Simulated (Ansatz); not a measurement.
# C4H4F2: basis-set convergence

An exercise on one series of results from a longer session: the logs are not shown, and one member is left open.

Computed with Ansatz 0.2.0, Gaussian basis. Level: one geometry, several basis sets.

The runs, in order: PBE0-D4/def2-SVP; ωB97M-V/def2-SVP; PBE0-D4/def2-QZVPP; ωB97M-V/def2-QZVPP; the functionals' def2-TZVPP values are taken from earlier runs.

### The geometry

An earlier PBE0-D4 in a triple-zeta def2 set relaxation fixed the geometry.

SMILES `FCC#CCF`, 10 atoms, charge 0, spin multiplicity 1.

Atoms are counted from 1 here; the program's logs count them from 0.

Bond lengths: F1–C2 1.381 Å, C2–C3 1.448 Å, C2–H7 1.095 Å, C2–H8 1.095 Å, C3–C4 1.201 Å, C4–C5 1.448 Å, C5–F6 1.381 Å, C5–H9 1.095 Å, C5–H10 1.095 Å. Angles: F1–C2–C3 111.7°, F1–C2–H7 108.0°, F1–C2–H8 107.9°, C3–C2–H7 110.0°, C3–C2–H8 110.3°, H7–C2–H8 108.6°, C2–C3–C4 179.1°, C3–C4–C5 179.1°, C4–C5–F6 111.7°, C4–C5–H9 110.0°, C4–C5–H10 110.3°, F6–C5–H9 108.0°, F6–C5–H10 107.9°, H9–C5–H10 108.6°.

The first run:

The input, in.yaml:

```yaml
crystal:
  periodic: [false, false, false]
  atoms:
    - {symbol: F, position_ang: [1.126034, 0.310946, -2.613284]}
    - {symbol: C, position_ang: [-0.035455, 0.641589, -1.943904]}
    - {symbol: C, position_ang: [-0.003388, 0.200724, -0.564549]}
    - {symbol: C, position_ang: [0.003858, -0.163970, 0.580198]}
    - {symbol: C, position_ang: [0.030619, -0.589404, 1.964502]}
    - {symbol: F, position_ang: [-0.598906, -1.806041, 2.137547]}
    - {symbol: H, position_ang: [-0.874149, 0.172819, -2.468201]}
    - {symbol: H, position_ang: [-0.155343, 1.728400, -1.993212]}
    - {symbol: H, position_ang: [1.065616, -0.691604, 2.305643]}
    - {symbol: H, position_ang: [-0.475786, 0.145438, 2.598162]}
basis:
  gaussian: {orbitals: def2-SVP}
hamiltonian: {xc: pbe0, dispersion: d4}
output: {orbitals: {seedname: orbitals}}
```

Run with:

```bash
$ ansatz run in.yaml --threads 4 --pin off --events-out ev --progress --plain --max-ram 10444MiB
```

Steps of the session up to this table: PBE0-D4 in def2-SVP; ωB97M-V in def2-SVP; PBE0-D4 in def2-QZVPP; ωB97M-V in def2-QZVPP.

One table of the session follows, with a row left open; its other results are not shown here.

It belongs to the step «Functionals by basis». 

```
functional       basis  HOMO (eV)  LUMO (eV)
   PBE0-D4    def2-SVP      -8.22       0.25
   PBE0-D4  def2-TZVPP      -8.29      -0.01
   PBE0-D4  def2-QZVPP      -8.32      -0.11
   ωB97M-V    def2-SVP     -10.46       2.43
   ωB97M-V  def2-TZVPP          ?          ?
   ωB97M-V  def2-QZVPP     -10.57       1.65
```

**Question.** Estimate the row for ωB97M-V, def2-TZVPP.

As computed: HOMO (eV): -10.54; LUMO (eV): 2.04. In the column «HOMO (eV)» it lies between ωB97M-V, def2-QZVPP (-10.57) and ωB97M-V, def2-SVP (-10.46).
